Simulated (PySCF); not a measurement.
A GIAO shielding run with PySCF (density fitting, non-relativistic, gas phase) on `FOF`, F2O:

```
$ OMP_NUM_THREADS=1 python probes_run.py task.json out

{"job": {"kind": "nmr", "xc": "KT3", "basis": "pcSseg-2", "pop": false}, "charge": 0, "multiplicity": 1}
F     -1.080238    -0.289528     0.018483
O     -0.012994     0.585331    -0.002634
F      1.092608    -0.241784    -0.002604
```

Hardware: 1 thread of an Arm Neoverse N1, shared host.

Question: How large is the calculation?

Answer: 26 electrons, 108 basis functions and 297 auxiliary functions.

Question: How long does it take, and how much memory does it need?

Answer: 5.1 s of wall time, with 15 SCF cycles; peak memory 0.36 GiB. Times on a shared host scatter by some tens of per cent.

Question: And these other runs on the same molecule and hardware: GIAO shielding at B97-2/pcSseg-2; GIAO shielding at PBE0/pcSseg-2; GIAO shielding at wB97X-D/pcSseg-2; spin–spin coupling at B3LYP/pcJ-2; spin–spin coupling at B97-2/pcJ-2; spin–spin coupling at PBE0/pcJ-2?

Answer: B97-2/pcSseg-2: 108 functions, 3.6 s; PBE0/pcSseg-2: 108 functions, 4.8 s; wB97X-D/pcSseg-2: 108 functions, 4.5 s; B3LYP/pcJ-2: 153 functions, 6.7 s; B97-2/pcJ-2: 153 functions, 6.6 s; PBE0/pcJ-2: 153 functions, 6.5 s.
